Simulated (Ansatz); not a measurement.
Reaction (SMILES): [C-]#[S+] (C-S) → CS+ (doublet, bonded as [C-]#[S+]) + e-
B3LYP-D3(BJ)/def2-TZVP geometries, fixed; electronic energies without zero-point terms.
Largest species:
```xyz
2

C      0.0000     0.0000    -1.1142
S      0.0000     0.0000     0.4178
```
Charge 0, spin multiplicity 1.

The adiabatic ionisation energy at CCSD(T) with Ansatz (a program for electronic structure), in eV, split into its Hartree-Fock and correlation parts. Cores are frozen. The T1 diagnostic of CCSD is high for at least one species. An unrestricted Hartree-Fock determinant is markedly spin-contaminated. Open shells are unrestricted. No added dispersion term, no relativity. Functions are those of the species that has most.

| basis | X | functions | Hartree-Fock | CCSD(T) |
|---|---|---|---|---|
| cc-pV(D+d)Z | 2 | 37 | 9.959 | 11.009 |
| cc-pV(T+d)Z | 3 | 69 | 9.865 | 11.264 |
| cc-pV(Q+d)Z | 4 | 119 | 9.853 | 11.350 |
| cc-pV(5+d)Z | 5 | 191 | 9.851 | 11.380 |

Worked estimate of the basis-set limit from each neighbouring pair, with Hartree-Fock from the larger set and the correlation part extrapolated as X^-3.
Correlation parts: X = 2: 1.050, X = 3: 1.399, X = 4: 1.497, X = 5: 1.529.
- (2,3): (27·(1.399) - 8·(1.050))/19 = 1.546; with Hartree-Fock 9.865 the estimate is 11.411 eV.
- (3,4): (64·(1.497) - 27·(1.399))/37 = 1.569; with Hartree-Fock 9.853 the estimate is 11.422 eV.
- (4,5): (125·(1.529) - 64·(1.497))/61 = 1.563; with Hartree-Fock 9.851 the estimate is 11.414 eV.
The last two estimates differ by 0.008 eV; the largest set lies 0.034 from the last. Over the last step Hartree-Fock moves by -0.002 and the correlation part by 0.032.
